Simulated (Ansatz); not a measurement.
Basis-set extrapolation for C$_{4}$H$_{7}$N (`CCCC#N`) (PBE0-D4/def2-TZVP geometry, frozen core, Ansatz 0.2.0). Multiplicity 1, RHF reference.

```json
{"": "HF", "def2-TZVPP": "-210.076775", "def2-QZVPP": "-210.086002"}
{"": "MP2 correlation", "def2-TZVPP": "-0.859469", "def2-QZVPP": "-0.914164"}
{"": "CCSD(T) correlation", "def2-TZVPP": "-0.934284", "def2-QZVPP": "not run"}
```

Energies in hartree. Use E(X) = E(∞) + A·exp(−7.88·√X) for Hartree–Fock and E(X) = E(∞) + B·X^(−2.97) for correlation, with X = 3 and 4, and add CCSD(T) minus MP2 of the smaller set to the MP2 limit.

Q: What is the CCSD(T) energy at the basis-set limit?

A: HF limit: -210.086002 + (-0.009227) × 0.13774 = -210.08727. MP2 limit: -0.914164 + (-0.054695) × 0.74074 = -0.95468. Higher-order term: -0.934284 − (-0.859469) = -0.07481. Total: -211.11676 hartree, 2.88 eV below CCSD(T)/def2-TZVPP.
